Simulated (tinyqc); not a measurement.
CIS on RHF in the sto-3g basis, frozen core, for HF, spin multiplicity 1, step by step. Computed by tinyqc, a small Python program that keeps every step (integrals from PySCF). Settings: charge = 0, multiplicity = 1, basis = sto-3g, method = RHF, frozen orbitals = 1, energy threshold = 1e-10, iteration cap = 67, orthogonalisation = symmetric, start = atomic densities, DIIS depth = 6. Command: `OMP_NUM_THREADS=1 python tinyqc.py 31089 31090 out.jsonl` (the two numbers bound the seeds that draw the settings). One thread of a shared host (Intel(R) Xeon(R) Processor @ 2.60GHz), about 0.07 s of CPU time with the checks. The early iterations of the SCF are left out here.

## One-electron integrals

Geometry (angstrom):
```
atom         x         y         z
F     0.000000  0.000000  0.000000
H     0.000000  0.000000  1.184000
```

Basis sto-3g: exponents (1/bohr^2) and contraction coefficients of normalised primitives:
```
element  l (shell)    exponent  coefficient
F            s (1)  166.679130     0.154329
F            s (1)   30.360812     0.535328
F            s (1)    8.216821     0.444635
F            s (2)    6.464803    -0.099967
F            s (2)    1.502281     0.399513
F            s (2)    0.488588     0.700115
F            p (3)    6.464803     0.155916
F            p (3)    1.502281     0.607684
F            p (3)    0.488588     0.391957
H            s (1)    3.425251     0.154329
H            s (1)    0.623914     0.535328
H            s (1)    0.168855     0.444635
```

Overlap, kinetic and nuclear-attraction integrals over the contracted functions; the nuclear repulsion is the sum of Za Zb / Rab.

nuclear repulsion = 4.02246191 hartree

overlap S, order 1F 1s, 1F 2s, 1F 2px, 1F 2py, 1F 2pz, 2H 1s:
$$\begin{pmatrix}
1.000000 & 0.237990 & 0.000000 & 0.000000 & 0.000000 & 0.026142 \\
0.237990 & 1.000000 & 0.000000 & 0.000000 & 0.000000 & 0.291360 \\
0.000000 & 0.000000 & 1.000000 & 0.000000 & 0.000000 & 0.000000 \\
0.000000 & 0.000000 & 0.000000 & 1.000000 & 0.000000 & 0.000000 \\
0.000000 & 0.000000 & 0.000000 & 0.000000 & 1.000000 & 0.251976 \\
0.026142 & 0.291360 & 0.000000 & 0.000000 & 0.251976 & 1.000000
\end{pmatrix}$$

kinetic energy T (hartree), order 1F 1s, 1F 2s, 1F 2px, 1F 2py, 1F 2pz, 2H 1s:
$$\begin{pmatrix}
36.984577 & -0.212858 & 0.000000 & 0.000000 & 0.000000 & -0.007674 \\
-0.212858 & 1.037995 & 0.000000 & 0.000000 & 0.000000 & 0.027534 \\
0.000000 & 0.000000 & 3.248015 & 0.000000 & 0.000000 & 0.000000 \\
0.000000 & 0.000000 & 0.000000 & 3.248015 & 0.000000 & 0.000000 \\
0.000000 & 0.000000 & 0.000000 & 0.000000 & 3.248015 & 0.109562 \\
-0.007674 & 0.027534 & 0.000000 & 0.000000 & 0.109562 & 0.760032
\end{pmatrix}$$

nuclear attraction V (hartree), order 1F 1s, 1F 2s, 1F 2px, 1F 2py, 1F 2pz, 2H 1s:
$$\begin{pmatrix}
-77.456520 & -9.283176 & 0.000000 & 0.000000 & -0.009032 & -1.044499 \\
-9.283176 & -11.987749 & 0.000000 & 0.000000 & -0.112197 & -2.515668 \\
0.000000 & 0.000000 & -11.875118 & 0.000000 & 0.000000 & 0.000000 \\
0.000000 & 0.000000 & 0.000000 & -11.875118 & 0.000000 & 0.000000 \\
-0.009032 & -0.112197 & 0.000000 & 0.000000 & -11.935322 & -1.877324 \\
-1.044499 & -2.515668 & 0.000000 & 0.000000 & -1.877324 & -5.189294
\end{pmatrix}$$

core Hamiltonian H = T + V (hartree), order 1F 1s, 1F 2s, 1F 2px, 1F 2py, 1F 2pz, 2H 1s:
$$\begin{pmatrix}
-40.471943 & -9.496033 & 0.000000 & 0.000000 & -0.009032 & -1.052173 \\
-9.496033 & -10.949754 & 0.000000 & 0.000000 & -0.112197 & -2.488134 \\
0.000000 & 0.000000 & -8.627103 & 0.000000 & 0.000000 & 0.000000 \\
0.000000 & 0.000000 & 0.000000 & -8.627103 & 0.000000 & 0.000000 \\
-0.009032 & -0.112197 & 0.000000 & 0.000000 & -8.687307 & -1.767762 \\
-1.052173 & -2.488134 & 0.000000 & 0.000000 & -1.767762 & -4.429262
\end{pmatrix}$$

## Two-electron integrals

Functions are numbered as in S; the eight-fold symmetry (ij|kl) = (ji|kl) = (kl|ij) leaves the list below.

Two-electron integrals (ij|kl) in chemists' order, unique and non-zero (hartree):
```
(11|11) 5.403501   (21|11) 0.841920   (21|21) 0.156299   (22|11) 1.268028
(22|21) 0.292344   (22|22) 0.926167   (31|31) 0.027998   (32|31) 0.043169
(32|32) 0.204588   (33|11) 1.264502   (33|21) 0.292403   (33|22) 0.925959
(33|33) 0.997514   (41|41) 0.027998   (42|41) 0.043169   (42|42) 0.204588
(43|43) 0.053770   (44|11) 1.264502   (44|21) 0.292403   (44|22) 0.925959
(44|33) 0.889973   (44|44) 0.997514   (51|51) 0.027998   (52|51) 0.043169
(52|52) 0.204588   (53|53) 0.053770   (54|54) 0.053770   (55|11) 1.264502
(55|21) 0.292403   (55|22) 0.925959   (55|33) 0.889973   (55|44) 0.889973
(55|55) 0.997514   (61|11) 0.093594   (61|21) 0.017241   (61|22) 0.032088
(61|33) 0.032039   (61|44) 0.032039   (61|51) 0.000692   (61|52) 0.001307
(61|55) 0.032191   (61|61) 0.001921   (62|11) 0.255281   (62|21) 0.059724
(62|22) 0.213317   (62|33) 0.210107   (62|44) 0.210107   (62|51) 0.004056
(62|52) 0.032696   (62|55) 0.219525   (62|61) 0.006693   (62|62) 0.062308
(63|31) 0.006029   (63|32) 0.036574   (63|53) 0.006745   (63|63) 0.008922
(64|41) 0.006029   (64|42) 0.036574   (64|54) 0.006745   (64|64) 0.008922
(65|11) 0.181342   (65|21) 0.042945   (65|22) 0.164236   (65|33) 0.157392
(65|44) 0.157392   (65|51) 0.008567   (65|52) 0.060228   (65|55) 0.177735
(65|61) 0.004996   (65|62) 0.058971   (65|65) 0.064379   (66|11) 0.440103
(66|21) 0.104621   (66|22) 0.432042   (66|33) 0.418429   (66|44) 0.418429
(66|51) 0.008195   (66|52) 0.094489   (66|55) 0.458858   (66|61) 0.011774
(66|62) 0.168082   (66|65) 0.185514   (66|66) 0.774606
```

## Orthogonalisation

S = U s U^T; symmetric (Loewdin) form X = U s^(-1/2) U^T, so that X^T S X = 1.

eigenvalues of S: [0.579603, 0.849601, 1.000000, 1.000000, 1.128631, 1.442166]

X, order 1F 1s, 1F 2s, 1F 2px, 1F 2py, 1F 2pz, 2H 1s:
$$\begin{pmatrix}
1.022718 & -0.127682 & 0.000000 & 0.000000 & -0.003593 & 0.015526 \\
-0.127682 & 1.059801 & 0.000000 & 0.000000 & 0.031748 & -0.164557 \\
0.000000 & 0.000000 & 1.000000 & 0.000000 & 0.000000 & 0.000000 \\
0.000000 & 0.000000 & 0.000000 & 1.000000 & 0.000000 & 0.000000 \\
-0.003593 & 0.031748 & 0.000000 & 0.000000 & 1.026782 & -0.139379 \\
0.015526 & -0.164557 & 0.000000 & 0.000000 & -0.139379 & 1.063120
\end{pmatrix}$$

## Iteration 7 (converged): orbitals

converged F (hartree), order 1F 1s, 1F 2s, 1F 2px, 1F 2py, 1F 2pz, 2H 1s:
$$\begin{pmatrix}
-25.913482 & -6.624967 & 0.000000 & 0.000000 & -0.016491 & -0.742427 \\
-6.624967 & -3.019723 & 0.000000 & 0.000000 & -0.031737 & -0.711733 \\
0.000000 & 0.000000 & -0.462684 & 0.000000 & 0.000000 & 0.000000 \\
0.000000 & 0.000000 & 0.000000 & -0.462684 & 0.000000 & 0.000000 \\
-0.016491 & -0.031737 & 0.000000 & 0.000000 & -0.234120 & -0.452735 \\
-0.742427 & -0.711733 & 0.000000 & 0.000000 & -0.452735 & -0.325471
\end{pmatrix}$$

Diagonalise F' = X^T F X, C = X C', fill 5 alpha and 5 beta electrons from the bottom; D = 2 C_occ C_occ^T. Each column has its largest component positive (the first on a tie).

F' = X^T F X (hartree):
$$\begin{pmatrix}
-25.443948 & -3.396350 & 0.000000 & 0.000000 & -0.036873 & -0.056822 \\
-3.396350 & -1.810468 & 0.000000 & 0.000000 & 0.064787 & -0.351846 \\
0.000000 & 0.000000 & -0.462684 & 0.000000 & 0.000000 & 0.000000 \\
0.000000 & 0.000000 & 0.000000 & -0.462684 & 0.000000 & 0.000000 \\
-0.036873 & 0.064787 & 0.000000 & 0.000000 & -0.121827 & -0.441897 \\
-0.056822 & -0.351846 & 0.000000 & 0.000000 & -0.441897 & -0.069267
\end{pmatrix}$$

orbital energies (hartree): MO1 -25.922813, MO2 -1.419433, MO3 -0.501990, MO4 -0.462684, MO5 -0.462684, MO6 0.398726

coefficients C, order 1F 1s, 1F 2s, 1F 2px, 1F 2py, 1F 2pz, 2H 1s:
$$\begin{pmatrix}
0.994947 & -0.257303 & 0.055245 & 0.000000 & 0.000000 & 0.057719 \\
0.020807 & 0.990361 & -0.283450 & 0.000000 & 0.000000 & -0.325540 \\
0.000000 & 0.000000 & 0.000000 & 0.998876 & 0.047395 & 0.000000 \\
0.000000 & 0.000000 & 0.000000 & -0.047395 & 0.998876 & 0.000000 \\
0.001467 & 0.031502 & 0.685933 & 0.000000 & 0.000000 & -0.776678 \\
-0.003392 & 0.106774 & 0.587980 & 0.000000 & 0.000000 & 0.905448
\end{pmatrix}$$

D after iteration 7, order 1F 1s, 1F 2s, 1F 2px, 1F 2py, 1F 2pz, 2H 1s:
$$\begin{pmatrix}
2.118353 & -0.499559 & 0.000000 & 0.000000 & 0.062497 & 0.003270 \\
-0.499559 & 2.123183 & 0.000000 & 0.000000 & -0.326399 & -0.121978 \\
0.000000 & 0.000000 & 2.000000 & 0.000000 & 0.000000 & 0.000000 \\
0.000000 & 0.000000 & 0.000000 & 2.000000 & 0.000000 & 0.000000 \\
0.062497 & -0.326399 & 0.000000 & 0.000000 & 0.942998 & 0.813348 \\
0.003270 & -0.121978 & 0.000000 & 0.000000 & 0.813348 & 0.714266
\end{pmatrix}$$

Within a degenerate level the vectors are fixed only up to a rotation; this is one choice.

## Convergence

Stop when the energy changes by less than 1e-10 hartree and every element of the error matrix X^T (F D S - S D F) X is below 3e-06.

Course of the cycle:
```
iteration   E (hartree)     change  largest element of the error matrix
1          -99.15882198          -                             8.32e-01
2          -98.46867652   6.90e-01                             3.03e-01
3          -98.52776354  -5.91e-02                             2.12e-02
4          -98.52818828  -4.25e-04                             2.99e-03
5          -98.52819419  -5.91e-06                             3.50e-05
6          -98.52819419  -1.05e-09                             3.64e-07
7          -98.52819419  -2.84e-14                             2.93e-11
```

PySCF RHF in the same basis = -98.52819419 hartree

Converged in 7 iterations.

## Integrals over molecular orbitals

(pq|rs) = sum C_ip C_jq C_kr C_ls (ij|kl), one index at a time.

one-electron integrals over orbitals h = C^T H C (hartree):
$$\begin{pmatrix}
-40.454522 & 0.719874 & -0.146064 & 0.000000 & 0.000000 & -0.157679 \\
0.719874 & -9.125766 & 0.514737 & 0.000000 & 0.000000 & 0.853167 \\
-0.146064 & 0.514737 & -6.946557 & 0.000000 & 0.000000 & 2.193035 \\
0.000000 & 0.000000 & 0.000000 & -8.627103 & 0.000000 & 0.000000 \\
0.000000 & 0.000000 & 0.000000 & 0.000000 & -8.627103 & 0.000000 \\
-0.157679 & 0.853167 & 2.193035 & 0.000000 & 0.000000 & -6.022865
\end{pmatrix}$$

Two-electron integrals over orbitals (pq|rs), unique and non-zero (hartree); the lowest 1 orbital is frozen and left out:
```
(22|22) 0.868819    (32|22) -0.043585   (32|32) 0.139946    (33|22) 0.704037
(33|32) -0.019159   (33|33) 0.690831    (42|42) 0.188119    (43|42) -0.030664
(43|43) 0.037196    (44|22) 0.892275    (44|32) -0.069311   (44|33) 0.691497
(44|44) 0.997514    (52|52) 0.188119    (53|52) -0.030664   (53|53) 0.037196
(54|54) 0.053770    (55|22) 0.892275    (55|32) -0.069311   (55|33) 0.691497
(55|44) 0.889973    (55|55) 0.997514    (62|22) -0.093539   (62|32) -0.072106
(62|33) -0.023815   (62|44) -0.092151   (62|55) -0.092151   (62|62) 0.091891
(63|22) -0.224966   (63|32) 0.084514    (63|33) -0.098256   (63|44) -0.237509
(63|55) -0.237509   (63|62) 0.040531    (63|63) 0.222324    (64|42) -0.030954
(64|43) -0.021184   (64|64) 0.029485    (65|52) -0.030954   (65|53) -0.021184
(65|65) 0.029485    (66|22) 0.646737    (66|32) 0.050232    (66|33) 0.653997
(66|44) 0.629373    (66|55) 0.629373    (66|62) -0.056423   (66|63) -0.024007
(66|66) 0.683163
```

## CIS matrix, singlets

A(ia,jb) = (e_a - e_i) d_ij d_ab + 2 (ia|jb) - (ij|ab).

CIS matrix A, singlet (hartree), order 2>6, 3>6, 4>6, 5>6:
$$\begin{pmatrix}
1.355204 & 0.030830 & 0.000000 & 0.000000 \\
0.030830 & 0.691367 & 0.000000 & 0.000000 \\
0.000000 & 0.000000 & 0.291009 & 0.000000 \\
0.000000 & 0.000000 & 0.000000 & 0.291009
\end{pmatrix}$$

## CIS singlet states

dipole integrals <i|r|a> (bohr), order 2>6, 3>6, 4>6, 5>6:
$$\begin{pmatrix}
0.000000 & 0.000000 & -0.037729 \\
0.000000 & 0.000000 & 1.150343 \\
-0.019715 & 0.000935 & 0.000000 \\
-0.000935 & -0.019715 & 0.000000
\end{pmatrix}$$

Diagonalise A (1 hartree = 27.211386 eV); each vector has its largest component positive (the first on a tie). The transition dipole is mu = sqrt2 sum c_ia <i|r|a>.

singlet excitation energies (eV): [7.918754, 7.918754, 18.774190, 36.915843]

lowest vectors, order 2>6, 3>6, 4>6, 5>6:
$$\begin{pmatrix}
0.000000 & 0.000000 & -0.046292 & 0.998928 \\
0.000000 & 0.000000 & 0.998928 & 0.046292 \\
-0.005925 & 0.999982 & 0.000000 & 0.000000 \\
0.999982 & 0.005925 & 0.000000 & 0.000000
\end{pmatrix}$$

oscillator strengths 2/3 w |mu|^2: [0.000151, 0.000151, 1.218404, 0.000438]

Within a degenerate level the vectors are fixed only up to a rotation; this is one choice.

## CIS matrix, triplets

A(ia,jb) = (e_a - e_i) d_ij d_ab - (ij|ab).

CIS matrix A, triplet (hartree), order 2>6, 3>6, 4>6, 5>6:
$$\begin{pmatrix}
1.171422 & -0.050232 & 0.000000 & 0.000000 \\
-0.050232 & 0.246719 & 0.000000 & 0.000000 \\
0.000000 & 0.000000 & 0.232038 & 0.000000 \\
0.000000 & 0.000000 & 0.000000 & 0.232038
\end{pmatrix}$$

## CIS triplet states

Diagonalise A (1 hartree = 27.211386 eV); each vector has its largest component positive (the first on a tie).

triplet excitation energies (eV): [6.314075, 6.314075, 6.639545, 31.950040]

lowest vectors, order 2>6, 3>6, 4>6, 5>6:
$$\begin{pmatrix}
0.000000 & 0.000000 & 0.054084 & 0.998536 \\
0.000000 & 0.000000 & 0.998536 & -0.054084 \\
-0.025111 & 0.999685 & 0.000000 & 0.000000 \\
0.999685 & 0.025111 & 0.000000 & 0.000000
\end{pmatrix}$$

Within a degenerate level the vectors are fixed only up to a rotation; this is one choice.
